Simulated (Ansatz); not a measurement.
System: molecular nitrogen, N2 (charge 0, singlet). 
Coordinates optimised at B3LYP-D3(BJ)/def2-TZVP (Ansatz, an electronic-structure program):
SMILES: N#N
```xyz
2

N      0.0000     0.0000    -0.5454
N      0.0000     0.0000     0.5454
```

Property: atomisation energy (electronic, to ground-state atoms), in kJ/mol. Correlated levels leave the core frozen unless marked. Open shells are spin-unrestricted. Spin-orbit coupling is left out. Non-relativistic unless marked X2C. The coupled-cluster limit lacks core correlation, which all-electron functionals hold. CBS marks a two-point X^-3 extrapolation of the correlation energy; Hartree-Fock from the larger set (for Q and 5 zeta extrapolated as (X+1)exp(-9√X)).

```csv
level,program,atomisation energy (kJ/mol)
revPBE/def2-TZVPD,Ansatz,978.6
```

### Question
What does CCSD(T)/CBS(cc-pVQZ,cc-pV5Z) (Ansatz) give?

### Answer
949.6 kJ/mol
